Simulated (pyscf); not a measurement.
**Multi-bond step: H₃C–GaH₂ (SMILES [CH3][GaH2]) + H₂O (SMILES O) -> H₃C–GaH–OH (SMILES [CH3][GaH][OH]) + H₂ (SMILES [H][H])**

Gas phase, singlet surface, charge 0. Bonds broken: Ga2–H9, H6–O8, O8–H10. Bonds formed: Ga2–O8, H6–H10, O8–H9. Single points on ωB97X-D3(BJ)/def2-SVP structures (PySCF, gas phase).

Transition state (Å):

```xyz
10

C      1.2926    -0.3242     0.4114
Ga    -0.6114    -0.2324    -0.0561
H      1.8983     0.3232    -0.2402
H      1.6669    -1.3568     0.3180
H      1.4488    -0.0146     1.4583
H     -0.9400     2.7282    -0.2972
H     -1.7808    -0.9032     0.7439
O     -1.1460     1.4851    -0.8931
H     -0.9853     0.1707    -1.6673
H     -1.7907     2.4294    -0.3077
```

One imaginary mode, 1917i cm⁻¹; descent along it reached the two sides named, in the forms told below.

| bond | change | reactant side (Å) | saddle | product side |
|---|---|---|---|---|
| Ga2–H9 | breaks | 1.574 | 1.702 | 2.382 |
| H6–O8 | breaks | 0.967 | 1.394 | 3.2 |
| O8–H10 | breaks | 0.967 | 1.285 | 2.459 |
| Ga2–O8 | forms | 2.198 | 1.984 | 1.796 |
| H6–H10 | forms | 1.543 | 0.902 | 0.761 |
| O8–H9 | forms | 2.9 | 1.534 | 0.955 |

Electronic energies relative to the separated reactants (kcal/mol):

```
level                   barrier  reaction energy  reverse barrier
----------------------  -------  ---------------  ---------------
ωB97X-D3(BJ)/def2-TZVP     94.5            -14.6            109.0
PBE/def2-TZVP              76.5            -14.4             90.9
r²SCAN/def2-TZVP           81.5            -15.9             97.5
B3LYP-D3(BJ)/def2-TZVP     86.4            -14.7            101.2
PBE0-D3(BJ)/def2-TZVP      87.8            -13.0            100.8
M06-2X/def2-TZVP           91.5            -18.0            109.5
ωB97M-D3(BJ)/def2-TZVP     93.1            -13.2            106.2
HF/def2-TZVP              120.1            -10.9            131.0
```

With ωB97M-D3(BJ)/def2-TZVP energies and thermal terms (ideal gas, 1 atm, RRHO with modes under 100 cm⁻¹ raised to 100, one conformer, R ln 2 for chiral ones without a mode under 150 cm⁻¹), in kcal/mol:

```json
[
 {"T (K)": "298", "ΔH‡": "87.8", "ΔG‡": "97.8", "ΔH": "-15.2", "ΔG": "-13.0"},
 {"T (K)": "600", "ΔH‡": "88.4", "ΔG‡": "107.8", "ΔH": "-14.3", "ΔG": "-11.1"},
 {"T (K)": "900", "ΔH‡": "89.5", "ΔG‡": "117.2", "ΔH": "-13.4", "ΔG": "-9.7"},
 {"T (K)": "1200", "ΔH‡": "90.7", "ΔG‡": "126.3", "ΔH": "-12.8", "ΔG": "-8.5"}
]
```

On the reactant side the descent ends in an adduct with a Ga–O contact, 14.6 kcal/mol under the separated species and 109.1 kcal/mol under the saddle at ωB97X-D3(BJ)/def2-TZVP. What is counted as formed (Ga–O) is already present as a longer contact in the reactant adduct; forming that adduct is a step of its own. From the product side, CH₃• + [HO–GaH]• + H₂ lies, by one bond made or cut, 27.5 kcal/mol under this saddle at ωB97M-D3(BJ)/def2-TZVP. This saddle turned up in a search for another step; its sides and bond changes are read from the two ends of the descent. The same reactants have a lower exit, to CH₄ + HO–GaH₂ (barrier +11.1 kcal/mol at ωB97M-D3(BJ)/def2-TZVP, against +93.1 kcal/mol here). Another saddle between the same species, by other bonds, lies lower (9.2 kcal/mol against 93.1 kcal/mol at ωB97M-D3(BJ)/def2-TZVP). Elements up to Kr have no core potential and no relativistic terms here.
